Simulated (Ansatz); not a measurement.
# CH₃NSi (SMILES C#[Si]N): one structure at several levels

An exercise on one series of results from a longer session: the logs are not shown, and one member is left open.

Program: Ansatz 0.2.0, Gaussian basis. Level of theory: single points in def2-TZVPP. These are calculated values, not measurements.

Cores are frozen in the correlated methods.

### Where the work starts

SMILES `C#[Si]N`, 6 atoms, charge 0, spin multiplicity 1.

Atoms are counted from 1 here; the program's logs count them from 0.

Bond lengths: C1–Si2 1.714 Å, C1–H4 1.075 Å, Si2–N3 1.690 Å, N3–H5 0.983 Å, N3–H6 1.027 Å. Angles: Si2–C1–H4 115.5°, C1–Si2–N3 168.2°, Si2–N3–H5 123.1°, Si2–N3–H6 120.7°, H5–N3–H6 112.0°.

Geometry (Å):

```xyz
6
CH3NSi
C    -1.2779   -1.3941   -0.8277
Si   -0.2839   -0.1994   -0.1042
N     0.9508    0.8248    0.4277
H    -2.3317   -1.2949   -0.6407
H     1.3896    1.4841   -0.1538
H     1.5393    0.5651    1.2289
```

The first run:

Contents of run/in.yaml:

```yaml
crystal:
  periodic: [false, false, false]
  atoms:
    - {symbol: C, position_ang: [-1.277900, -1.394100, -0.827700]}
    - {symbol: Si, position_ang: [-0.283900, -0.199400, -0.104200]}
    - {symbol: N, position_ang: [0.950800, 0.824800, 0.427700]}
    - {symbol: H, position_ang: [-2.331700, -1.294900, -0.640700]}
    - {symbol: H, position_ang: [1.389600, 1.484100, -0.153800]}
    - {symbol: H, position_ang: [1.539300, 0.565100, 1.228900]}
basis:
  gaussian: {orbitals: def2-TZVPP}
correlation: {method: ccsd_t}
output: {forces: true}
```

The command line of these runs was not kept.

Among the steps run: CCSD(T)/def2-TZVPP; PBE0-D4/def2-TZVPP; wB97M-V/def2-TZVPP; r2SCAN-D4/def2-TZVPP; PBE-D4/def2-TZVPP; wB97X-V/def2-TZVPP; CAM-B3LYP-D4/def2-TZVPP.

One table of the session follows, with a row left open; its other results are not shown here.

| method | RMS force component (eV/Å) | angle to CCSD(T) forces (°) | dipole (D) |
| --- | --- | --- | --- |
| CCSD(T) | 0.831 | reference | 4.29 |
| PBE0-D4 | 0.948 | 13.9 | 4.75 |
| wB97M-V | 0.986 | 17.4 | 4.91 |
| r2SCAN-D4 | 0.916 | 11.0 | 4.70 |
| PBE-D4 | 0.924 | 12.0 | 4.56 |
| wB97X-V | ? | ? | ? |
| CAM-B3LYP-D4 | 1.004 | 19.3 | 4.89 |

Estimate the missing values for wB97X-V.

As computed: RMS force component (eV/Å): 1.023; angle to CCSD(T) forces (°): 18.8; dipole (D): 4.99. In the column «RMS force component (eV/Å)» it is the highest.
